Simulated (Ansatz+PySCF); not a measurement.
Results of a calculation; reference values are marked as such.
Input for Ansatz (development build ahead of 0.2.0):

```yaml
crystal:
  periodic: [false, false, false]
  atoms:
    - { symbol: H, position_ang: [0.0, 0.0, -2.42761] }
    - { symbol: Cl, position_ang: [0.0, 0.0, 0.1428] }
basis:
  gaussian: { orbitals: cc-pVDZ }
hamiltonian:
  xc: pbe
scf:
  omitted_lower_state_checks: [starts, atomic_configurations, cluster_reference, orbital_swaps, given_window_search, neighbouring_geometries, increment]
```

The input is written out in the form of the current development build from the run's settings.

The run gave:

```json
{
 "Converged": "yes",
 "Total energy": "-460.45714 hartree",
 "Stability test": "minimum among restricted orbitals"
}
```

Caution: charge can spread falsely over distant fragments.
